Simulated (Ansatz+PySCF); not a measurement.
Results of a calculation; reference values are marked as such.
This PySCF input gave a total energy of -290.51670 hartree.

```python
from pyscf import gto, scf

mol = gto.M(atom="""
Si 0.000000 0.000000 0.085840
H 1.538410 0.000000 -0.400570
H -0.769200 1.332300 -0.400570
H -0.769200 -1.332300 -0.400570
""", basis='def2-svp', charge=0, spin=1)
mf = scf.ROHF(mol)
mf.init_guess = 'atom'
mf.kernel()
while True:  # follow internal instabilities
    mo, _, stable, _ = mf.stability(return_status=True)
    if stable: break
    mf.kernel(mf.make_rdm1(mo, mf.mo_occ))
print(mf.converged, mf.e_tot, mf.spin_square()[0])
```

Problem. Write an input for Ansatz with the same method and basis set.

Solution.

```yaml
crystal:
  periodic: [false, false, false]
  atoms:
    - { symbol: Si, position_ang: [0.0, 0.0, 0.08584] }
    - { symbol: H, position_ang: [1.53841, 0.0, -0.40057] }
    - { symbol: H, position_ang: [-0.7692, 1.3323, -0.40057] }
    - { symbol: H, position_ang: [-0.7692, -1.3323, -0.40057] }
basis:
  gaussian: { orbitals: def2-SVP }
magnetization:
  initial_magnetization: 1
hamiltonian:
  xc: hf
```

Ansatz (development build ahead of 0.2.0) gave -290.51670 hartree, 0.00 meV from the first.
